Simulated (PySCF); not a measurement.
Species: C₅H₈O.
Structure used (GFN2-xTB), in Å, numbered top down from 1:
```xyz
14
C5H8O angstrom
C     -2.8951    0.3737   -0.1253
C     -1.8511   -0.4196    0.0571
O     -0.5786    0.0372    0.0031
C      0.4331   -0.8522    0.2041
C      1.7124   -0.5006    0.1725
C      2.2070    0.8839   -0.0817
H     -2.7721    1.4222   -0.3260
H     -3.8936   -0.0158   -0.0767
H     -1.9648   -1.4816    0.2604
H      0.1284   -1.8772    0.3942
H      2.4550   -1.2648    0.3415
H      1.3723    1.5610   -0.2347
H      2.8458    0.8997   -0.9645
H      2.8007    1.2336    0.7626
```

A calculation gives these core lines: C 1s: 289.75 (area 1), 289.92 (area 1), 290.56 (area 1), 291.76 (area 1), 292.12 (area 1) eV; O 1s: 539.23 eV.

Theory: delta-SCF UKS SCAN, pcX-2 on the ionised atom, pcseg-1 elsewhere, spin-free X2C in PySCF 2.14.0. The structure is a single GFN2-xTB conformer in the gas phase; no vibrational or solvent corrections.

(1) Assign the C 1s lines to atoms.

Results:

(1) 289.75 eV: C1 (terminal =CH2 carbon); 289.92 eV: C5 (alkene CH carbon); 290.56 eV: C6 (allylic carbon); 291.76 eV: C4 (vinylic carbon bearing oxygen); 292.12 eV: C2 (vinylic carbon bearing oxygen). Lowest listed C 1s: C1, bonded to C (double bond) and 2 H. Highest, 2.37 eV above it: C2, bonded to O, C (double bond) and H. The widest gap between neighbouring values is 1.20 eV, between 290.56 and 291.76 eV. Summing the Pauling electronegativity differences to the bonded atoms, each weighted by its formal bond order, gives -0.70 for the lowest site and +0.54 for the highest; no listed site has a larger sum than the highest. The smallest sum, -1.05, belongs to C6, 0.81 eV above the lowest.

Bonded neighbours of each site: C1: C (double bond) and 2 H; C2: O, C (double bond) and H; O3: 2 C; C4: O, C (double bond) and H; C5: C (double bond), C and H; C6: C and 3 H.

Which photon energy gives electrons from C 1s of C5 a kinetic energy of 50 eV, and what is their de Broglie wavelength?

hν = 289.92 + 50 = 339.92 eV, recoil neglected; λ = 12.264 Å/√(E/eV) = 1.73 Å.

Spin contamination (⟨S²⟩ against 0.75 for a pure doublet) is marked for C 1s of C2 (0.87), which makes this value less certain.
